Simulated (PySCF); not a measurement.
# C3H5FS: electronic excitations and core binding energies

Wanted: the electronic excitations and core binding energies of C3H5FS (`C[C@@H]1S[C@H]1F`), by calculation.

The runs use PySCF 2.14.0, with density-fitted response routines of our own; the level of theory stands in each step. All values are computed, except where a source is named. Atoms count from 0, in the outputs and in this text.

**1. The molecule as given**

10 atoms, charge 0, multiplicity 1; geometry from: GFN2-xTB.

Bonds of the start (Å): C0–C1 1.50, C1–S2 1.82, S2–C3 1.80, C3–F4 1.35, C3–C1 1.48, C0–H5 1.09, C0–H6 1.09, C0–H7 1.09, C1–H8 1.09, C3–H9 1.09.

**2. Excited states and response: CAM-B3LYP/def2-SVPD**

The job: settings as JSON, then the geometry in Å.

```
{"job": {"kind": "uv", "xc": "CAM-B3LYP", "basis": "def2-SVPD", "nstates": 8, "ntriplets": 3}, "charge": 0, "multiplicity": 1}
C      1.260805    -0.156839    -0.213027
C     -0.108002     0.462701    -0.242961
S     -0.756989     1.201461     1.287818
C     -1.266058    -0.242320     0.349681
F     -2.453322    -0.187129    -0.294748
H      1.376258    -0.834183    -1.058163
H      1.407613    -0.713267     0.709559
H      2.024319     0.614875    -0.279302
H     -0.325629     1.063845    -1.120392
H     -1.150112    -1.204490     0.839008
```

With the program's defaults for keys left out, this is: TDDFT CAM-B3LYP/def2-SVPD, vertical, gas phase, core orbitals frozen in the response.

**Question.** This job is followed by: delta-SCF UKS SCAN, pcX-2 on the ionised atom, pcseg-1 elsewhere, spin-free X2C. What will the session give for the following? lowest singlet (CAM-B3LYP/def2-SVPD); brightest single state of those computed; lowest triplet; C1s binding energies, SCAN/pcX-2; S1s binding energies, SCAN/pcX-2; S2p binding energies, SCAN/pcX-2; F1s binding energies, SCAN/pcX-2.

**Answer**, as computed:

| quantity | value |
| --- | --- |
| lowest singlet (CAM-B3LYP/def2-SVPD) | 5.05 eV (245 nm), f = 0.000 |
| brightest single state of those computed | state 6, 7.68 eV, f = 0.077 |
| lowest triplet | 4.62 eV |
| C1s binding energies, SCAN/pcX-2 | C3 293.85, C1 291.92, C0 291.22 eV |
| S1s binding energies, SCAN/pcX-2 | S2 2477.03 eV |
| S2p binding energies, SCAN/pcX-2 | S2 169.68 eV |
| F1s binding energies, SCAN/pcX-2 | F4 692.85 eV |

**Reading.** The lowest singlet, at 5.05 eV, is HOMO→LUMO 0.90 and is dark; of the 8 states computed, the strongest absorption comes from state 6 at 7.68 eV. The lowest triplet lies 0.43 eV below the lowest singlet (triplets in Tamm-Dancoff, singlets in full TDDFT). The C1s levels kept as sound span 2.62 eV, from C0 (methyl carbon) up to C3 (three-membered-ring carbon bearing a halogen).
